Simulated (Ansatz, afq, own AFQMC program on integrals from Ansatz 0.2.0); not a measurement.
Atomization energy of CH3, doublet

```xyz
4

C     0.0000    0.0000    0.0000
H     1.0799    0.0140   -0.0003
H    -0.5521    0.9282   -0.0027
H    -0.5278   -0.9423    0.0031
```

Atoms in their ground-state spins without spin–orbit coupling (mostly on UHF) minus the molecule (UHF), without zero-point energy. The geometry is a stationary point, not shown to be a minimum.

Basis aug-cc-pVTZ. Noble-gas cores (and the filled d shells of Ga–Kr and In–Xe) are frozen. Integrals, coupled cluster, full CI and functionals: Ansatz 0.2.0; the random walks run on the same integrals in our own AFQMC program. The CISD trial takes its coefficients from CCSD amplitudes. Released means that phaseless walkers are propagated on without the constraint, phases kept. Free projection: walkers drawn from exp(T), propagated without any constraint. Its projection time is finite, and what remains of the start isn't in its error. Error bars are statistical, one sigma. The errors of all members are added in quadrature.

No full CI on the walks' own integrals is used here; CCSDT(Q) serves as the reference and is uncertain by about the last step of the cluster series. Each member takes its own surest rung, up to full CI.

Errors are counted within aug-cc-pVTZ, not against nature.

Cautions: CH₃ (doublet): the ph-AFQMC/CISD walk drifts between its halves (2.2 errors).

Reference (CCSDT(Q)): 13.128 eV.

```tsv
level	atomization energy (eV)	error against CCSDT(Q) (eV)
HF	10.521	-2.607
MP2	13.041	-0.087
CCSD	13.049	-0.078
CCSD(T)	13.126	-0.002
CCSDT	13.126	-0.002
ph-AFQMC/HF	13.274 ± 0.023	0.147 ± 0.023
ph-AFQMC/CISD	13.130 ± 0.004	0.002 ± 0.004
released AFQMC	13.134 ± 0.006	0.006 ± 0.006
free AFQMC	13.128 ± 0.008	0.000 ± 0.008
```

Correlation beyond CCSD(T) changes it by less than 2 meV. The perturbative (T) step is worth +0.077 eV.

Free projections are given only where their last times agree within the noise and don't stop above the reference; a slow remainder of the start can still hide under it. A walk keeps the symmetry of its determinant, which the program's search chose and which needn't be the lowest solution, so a lower state of the same spin and another symmetry isn't excluded. Released energies are given only where the last usable release times agree within the noise; a slower fall can still hide under it.
